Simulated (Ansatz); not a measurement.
## Li$_{3}$Au: computed properties

Level of theory: DFT PBEsol, scalar-relativistic, plane waves, PAW (Ansatz).

Settings: cutoff 420 eV, Γ-centred mesh 12×12×12 on the computed 4-atom cell, Gaussian smearing of 0.10 eV; no spin polarisation.

The structure is relaxed at this level of theory with its symmetry kept. Whether it is the stable form of this composition wasn't checked.

```cif
data_structure
_symmetry_space_group_name_H-M 'Fm-3m'
_symmetry_Int_Tables_number 225
_cell_length_a 6.2184
_cell_length_b 6.2184
_cell_length_c 6.2184
_cell_angle_alpha 90.000
_cell_angle_beta 90.000
_cell_angle_gamma 90.000
_cell_volume 240.45
loop_
_atom_site_label
_atom_site_type_symbol
_atom_site_symmetry_multiplicity
_atom_site_Wyckoff_symbol
_atom_site_fract_x
_atom_site_fract_y
_atom_site_fract_z
_atom_site_occupancy
Li1 Li 8 c 0.25000 0.75000 0.75000 1
Li2 Li 4 b 0.50000 0.00000 0.00000 1
Au1 Au 4 a 0.00000 0.00000 0.00000 1
```

(1) Formation energy from the elements' standard states (uncorrected)?

(2) Density of states at the Fermi level?

(3) Bulk modulus?

(4) Its pressure derivative?

(5) Bader charges (e)?

Spin-orbit coupling is left out, which matters for the bands of heavy elements.

Results:

(1) -0.368 eV/atom.

(2) 1.26 states/eV per cell.

(3) 37 GPa.

(4) 4.2.

(5) Li (2 in the cell) 0.82, Li (1 in the cell) 0.83, Au (1 in the cell) -2.48.